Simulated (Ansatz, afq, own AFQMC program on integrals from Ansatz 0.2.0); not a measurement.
## Where AFQMC and coupled cluster stand for SiNH2⁺, singlet

```xyz
4

Si    0.0000    0.0000    0.6455
N     0.0000    0.0000   -1.0599
H     0.0000    0.8350   -1.6290
H     0.0000   -0.8350   -1.6290
```

Connectivity, by distances: Si–NH2.

Basis cc-pVTZ. Only valence electrons are correlated. Ansatz 0.2.0 and our own AFQMC program on the same integrals; the CISD trial comes from CCSD amplitudes, and released means the phaseless constraint is let go. Error bars are statistical, one sigma.

Determinant: RHF, the one that the program's search chose, which needn't be the lowest solution. The geometry is a PBE0/def2-TZVP stationary point of this or a neighbouring charge and spin state.

No full CI on the walks' own integrals is used here; CCSDT(Q) serves as the reference and is uncertain by about the last step of the cluster series.

Cautions: the released energies move by 1.5 errors or more from one time to the next, so no released level is given (meV from the phaseless value at times in 1/Eh: -8 ± 6 at 0.24, -5 ± 5 at 0.50, 0 ± 4 at 1.00, -11 ± 4 at 1.50), though the last usable value meets CCSDT(Q) within the noise.

The T1 diagnostic is 0.0174. The weight of the determinant in the CISD state is 0.875 and the size of the correlated space is 10 electrons in 86 orbitals.

Reference: CCSDT(Q), correlation energy -8.751 eV.

```
        level  E − E(reference) (mEh)  share of correlation (%)
           HF                  321.58                      0.00
          MP2                   34.08                     89.40
         CCSD                   13.99                     95.65
      CCSD(T)                    1.34                     99.58
        CCSDT                    0.82                     99.74
ph-AFQMC/CISD             0.21 ± 0.19                     99.94
```

A walk keeps the symmetry of its determinant, which the program's search chose and which needn't be the lowest solution, so a lower state of the same spin and another symmetry isn't excluded.
